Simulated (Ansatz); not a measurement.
Energy needed to pull apart Si2H4S, singlet, into free ground-state atoms, from the structure below (displaced at random from a GFN2-xTB minimum); no zero-point or spin–orbit terms; open-shell atoms are treated unrestricted, in their ground-state multiplicity.

| atom | x (Å) | y (Å) | z (Å) |
| --- | --- | --- | --- |
| Si1 | -0.7703 | 0.6106 | -0.2525 |
| Si2 | 1.0155 | -0.7009 | 0.2752 |
| S3 | 2.2176 | -0.4035 | 1.9778 |
| H4 | -1.7793 | -0.4275 | -1.1685 |
| H5 | -0.3318 | 1.6967 | -1.4814 |
| H6 | -1.6030 | 1.1039 | 0.8626 |
| H7 | 1.4494 | -1.7465 | -0.6310 |

Computed with Ansatz 0.2.0 (basis: def2-TZVPP); correlated methods freeze the cores.

```tsv
method	atomization energy (kJ/mol)
PBE-D4	1910
revPBE-D4	?
r2SCAN-D4	1909
PBE0-D4	1876
wB97X-V	1907
wB97M-V	1891
HF	1333
MP2	1824
CCSD	?
CCSD(T)	1838
```

Problem. What does revPBE-D4 give? (An estimate is asked for; the value comes from the calculation.)

Solution. The calculation gives: 1884 kJ/mol, which is about 46 kJ/mol more than CCSD(T)/def2-TZVPP.

Problem. What does CCSD give? (An estimate is asked for; the value comes from the calculation.)

Solution. By the calculation: 1799 kJ/mol, which is about 38 kJ/mol less than CCSD(T)/def2-TZVPP.

In triple zeta the MP2 and coupled-cluster atomization energies are still short of their basis limit by a few kcal/mol a bond, whereas those of the functionals are nearly converged, so these differences are not deviations from converged CCSD(T).

No T1 diagnostic of these runs exceeds 0.024. The restricted Hartree–Fock reference is unstable towards an unrestricted one here.

For scale, one of the runs: CCSD(T)/def2-TZVPP forces, 182 basis functions (an equivalent command: `ansatz run in.yaml --threads 4`). Time: 90 s of wall clock on 4 CPU threads; the host was shared. Peak host memory: 3 GiB.
